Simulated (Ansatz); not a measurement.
Density of states of Ag3Au (Pm-3m, a = 4.107 Å, b = 4.107 Å, c = 4.107 Å, α = 90.00°, β = 90.00°, γ = 90.00°), in states per eV and primitive cell, averaged over bins of 0.4 eV. Level of theory: Ansatz 0.2.0, DFT r2SCAN, scalar-relativistic, plane waves, PAW.

Settings: cutoff 500 eV, Γ-centred mesh 10×10×10 on the computed 4-atom cell, Gaussian smearing of 0.10 eV; no spin polarisation.

The cell is relaxed at this level. The states (both spins) are summed by tetrahedra on a 15×15×15 mesh at the self-consistent density. Energies are bin centres; the table starts no lower than −8 eV and ends at 6 eV, or lower where the solved bands end.

It is a metal at this level.

```
E − E_F (eV) total Ag 4d Au 5d Ag 5s Au 6s
       -7.85   0.32   0.01   0.00   0.20   0.10
       -7.45   0.50   0.03   0.01   0.28   0.15
       -7.05   1.26   0.41   0.05   0.42   0.36
       -6.65   5.29   3.04   0.91   0.65   0.66
       -6.25  11.10   7.63   2.31   0.91   0.20
       -5.85   8.61   6.28   1.86   0.39   0.03
       -5.45   9.74   7.57   1.83   0.23   0.05
       -5.05  12.22   9.50   2.20   0.35   0.09
       -4.65  11.84   9.14   2.13   0.37   0.08
       -4.25  11.28   8.88   1.89   0.29   0.11
       -3.85   8.99   6.28   2.38   0.16   0.10
       -3.45  11.26   7.49   3.52   0.13   0.07
       -3.05   9.15   5.28   3.57   0.19   0.07
       -2.65   2.75   1.24   1.18   0.21   0.09
       -2.25   0.89   0.31   0.16   0.27   0.11
       -1.85   0.85   0.24   0.12   0.31   0.12
       -1.45   0.87   0.21   0.10   0.35   0.13
       -1.05   0.91   0.18   0.09   0.42   0.11
       -0.65   1.02   0.17   0.08   0.46   0.13
       -0.25   0.93   0.12   0.06   0.36   0.15
        0.15   1.02   0.11   0.06   0.38   0.15
        0.55   0.99   0.10   0.05   0.38   0.13
        0.95   1.02   0.08   0.04   0.39   0.11
        1.35   1.00   0.07   0.04   0.37   0.11
        1.75   1.02   0.06   0.03   0.33   0.10
        2.15   0.96   0.05   0.02   0.29   0.10
        2.55   0.95   0.04   0.02   0.27   0.10
        2.95   0.95   0.04   0.02   0.26   0.11
        3.35   0.96   0.04   0.02   0.27   0.12
        3.75   0.97   0.03   0.01   0.28   0.11
        4.15   1.05   0.04   0.02   0.38   0.09
        4.55   1.16   0.03   0.02   0.46   0.07
        4.95   1.16   0.03   0.02   0.38   0.06
        5.35   1.19   0.02   0.01   0.33   0.05
        5.75   1.21   0.02   0.01   0.30   0.07
```

The columns after the total are the Löwdin projections on the occupied valence shells of the potentials. The rest of the total lies in shells that are empty in the free atom, which aren't projected, and between the atoms.

Spin-orbit coupling is left out, which matters for the bands of heavy elements.

Whether Ag3Au exists in this form wasn't checked.